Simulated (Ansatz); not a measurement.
in.yaml

```yaml
crystal:
  periodic: [false, false, false]
  atoms:
    - {symbol: C, position_ang: [0.000000, 0.000000, 1.057693]}
    - {symbol: Al, position_ang: [0.000000, 0.000000, -0.799174]}
    - {symbol: O, position_ang: [0.000000, 0.000000, -2.396024]}
    - {symbol: H, position_ang: [0.000000, 0.000000, 2.137505]}
basis:
  gaussian: {orbitals: 6-31G}
total_charge: 1
magnetization: {spin_polarized: false, initial_magnetization: 1}
correlation: {method: fic_nevpt4_sd, electrons: valence, active_space: {window: {electrons: 3, orbitals: 4}}}
```

```sh
$ ansatz run in.yaml --threads 1 --pin off --events-out ev --progress --plain --max-ram 2393MiB
```

Output:

```
373 factors; integrals over basis functions are off by at most 2.4e-4 eV
mean field evaluation 1: about -9634.5875 eV, gradient 7.9e1 eV
mean field evaluation 2: about -9634.5971 eV, gradient 7.9e1 eV
mean field evaluation 4: about -9646.8412 eV, gradient 2.8e1 eV
mean field evaluation 8: about -9650.2046 eV, gradient 6.3e-1 eV
mean field evaluation 16: about -9650.2259 eV, gradient 1.9e-6 eV
mean field evaluation 32: about -9651.0829 eV, gradient 8.5e-3 eV
mean field evaluation 64: about -9641.5019 eV, gradient 3.5e1 eV
mean field evaluation 96: about -9651.2146 eV, gradient 7.4e-1 eV
mean field evaluation 128: about -9651.0839 eV, gradient 1.8e-1 eV
mean field evaluation 160: about -9639.7187 eV, gradient 8.4e-1 eV
mean field evaluation 192: about -9639.2011 eV, gradient 6.1e1 eV
mean field -9651.25317722 eV, -354.6770124086 hartree, gradient 4.8e-6 eV, S^2 0.750000; 16 other end points of the search recorded, 0 dependent functions left out
reference -9651.25317722 eV, -354.6770124086 hartree; 14, 13 occupied and 19, 20 virtual orbitals, 373 factors
state -9653.13901798 eV, -354.7463157783 hartree
state -9653.13901798 eV, -354.7463157783 hartree; corrected -9658.17830395 eV, -354.9315061217 hartree
Total energy: -9658.17830395 eV, -354.9315061217 hartree
```

Natural occupations: 1.1789 0.9997 0.8211 0.0003.

Ran on 1 thread of AMD EPYC, shared host: 15 s wall, 0.17 GiB peak host memory.
